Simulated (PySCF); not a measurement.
Consider `N[SiH3]` (H5NSi). Numbering: `[NH2:1][SiH3:2]`

Computed at ωB97X-D3(BJ)/ma-def2-TZVP // PBE0-D3(BJ)/ma-def2-SVP with PySCF (density fitting, grid level 2). ωB97X-D3(BJ) is ωB97X-V with D3(BJ) in place of VV10. Zero-point and thermal terms (298.15 K, 1 bar) come from unscaled PBE0-D3(BJ)/ma-def2-SVP harmonic frequencies, with soft modes damped to free rotors in the entropy.

Q: Rank these of its positions by gas-phase deprotonation enthalpy, most acidic first.
A. Si2 (silicon)
B. N1 (nitrogen on the metalloid)

A: B (1588 kJ/mol), A (1609 kJ/mol).

Q: For N1 (nitrogen on the metalloid), what are ΔE (electronic) and ΔG(298 K) of the loss of the proton?

A: ΔE = 1621 and ΔG = 1559 kJ/mol, beside ΔH = 1588 kJ/mol. The product is `[NH-][SiH3]`.

Q: Of those listed, which site of deprotonation is favoured in DMSO (IEF-PCM), and by how much?

A: N1 (nitrogen on the metalloid), by 31 kJ/mol over Si2 (silicon); the gas phase favours the same one.
